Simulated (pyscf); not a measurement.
# Substitution at C: H₃C–Zr(Cl)(Cl)–Cl + H• -> CH₄ + [Cl–Zr(Cl)–Cl]•

Gas phase, doublet surface, charge 0. Bonds broken: C1–Zr2. Bonds formed: C1–H9. Structures and frequencies: ωB97X-D3(BJ)/def2-SVP in PySCF.

Transition state (Å):

```xyz
9

C     -0.3836     0.7295    -0.6039
Zr    -1.9980    -0.6445     0.1873
Cl    -1.6111    -2.6020    -1.0254
Cl    -3.9454     0.5200    -0.3625
Cl    -1.4841    -0.7396     2.4629
H     -0.6250     1.6135     0.0027
H      0.4854     0.1232    -0.3128
H     -0.6858     0.7280    -1.6604
H      0.7825     1.7170    -1.1727
```

One imaginary mode, 1480i cm⁻¹; descent along it reached the two sides named.

```
bond    change  reactant side (Å)  saddle  product side
------  ------  -----------------  ------  ------------
C1–Zr2  breaks              2.167   2.263           3.7
C1–H9    forms                3.8   1.631         1.099
```

Electronic energies relative to the separated reactants (eV):

```csv
level,barrier,reaction energy,reverse barrier
ωB97X-D3(BJ)/def2-TZVP,0.62,-1.57,2.20
PBE/def2-TZVP,0.29,-1.62,1.91
r²SCAN/def2-TZVP,0.26,-1.69,1.95
B3LYP-D3(BJ)/def2-TZVP,0.33,-1.76,2.09
PBE0-D3(BJ)/def2-TZVP,0.40,-1.65,2.06
M06-2X/def2-TZVP,0.52,-1.84,2.36
ωB97M-D3(BJ)/def2-TZVP,0.58,-1.78,2.36
HF/def2-TZVP,1.07,-2.07,3.13
```

With ωB97M-D3(BJ)/def2-TZVP energies and thermal terms (ideal gas, 1 atm, RRHO with modes under 100 cm⁻¹ raised to 100, one conformer, R ln 2 for chiral ones without a mode under 150 cm⁻¹), in eV:

| T (K) | ΔH‡ | ΔG‡ | ΔH | ΔG |
|---|---|---|---|---|
| 298 | 0.61 | 0.90 | -1.54 | -1.61 |
| 600 | 0.58 | 1.21 | -1.63 | -1.64 |
| 900 | 0.56 | 1.52 | -1.71 | -1.63 |
| 1200 | 0.54 | 1.85 | -1.78 | -1.60 |

This is the saddle that the search found; another between the same sides may lie lower. The angle at the attacked C is 180°. Open-shell species with a d-block atom are single-reference here; other states, and whether the spin sits on metal or ligand, were not checked. Elements past Kr carry the def2 core potentials, without spin-orbit coupling.
